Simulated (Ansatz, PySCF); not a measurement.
This Ansatz (a quantum-chemistry and plane-wave program) input computes a CCSD(T)/cc-pVDZ energy:

Ansatz 0.2 input:
```yaml
crystal:
  periodic: [false, false, false]
  atoms:
    - {symbol: N, position_ang: [-0.15425100, 0.63571218, 0.00349027]}
    - {symbol: N, position_ang: [0.15425100, -0.63571218, -0.00349027]}
    - {symbol: H, position_ang: [-0.32662509, 1.10030571, 0.88708063]}
    - {symbol: H, position_ang: [-0.33611639, 1.10767314, -0.87427379]}
    - {symbol: H, position_ang: [0.33611639, -1.10767314, 0.87427379]}
    - {symbol: H, position_ang: [0.32662509, -1.10030571, -0.88708063]}
basis:
  gaussian:
    orbitals: cc-pVDZ
total_charge: 1
magnetization: {spin_polarized: true, initial_magnetization: 1}
correlation: {method: ccsd_t, electrons: outside_noble_gas}
```

Task: Write an input for the same energy in PySCF and say what it gives.

Result: 
```python
from pyscf import gto, scf, mp, cc as ccmod

mol = gto.M(
    atom='''
    N    -0.15425100    0.63571218    0.00349027
    N     0.15425100   -0.63571218   -0.00349027
    H    -0.32662509    1.10030571    0.88708063
    H    -0.33611639    1.10767314   -0.87427379
    H     0.33611639   -1.10767314    0.87427379
    H     0.32662509   -1.10030571   -0.88708063
    ''',
    basis='cc-pvdz',
    charge=1,
    spin=1,
    verbose=4,
)

mf = scf.UHF(mol)
mf.conv_tol = 1e-10
mf.max_cycle = 100
mf.kernel()
mo, _, stable, _ = mf.stability(return_status=True)
if not stable:
    mf.kernel(mf.make_rdm1(mo, mf.mo_occ))
mp2 = mp.MP2(mf, frozen=2).run()
cc = ccmod.CCSD(mf, frozen=2)
cc.max_cycle = 100
cc.kernel()
et = cc.ccsd_t()
print(f'E(CCSD(T)) = {cc.e_tot + et:.9f}')
```
It gives -111.29380 Eh, and Ansatz -111.29380 Eh, a difference of 0.00 mEh.
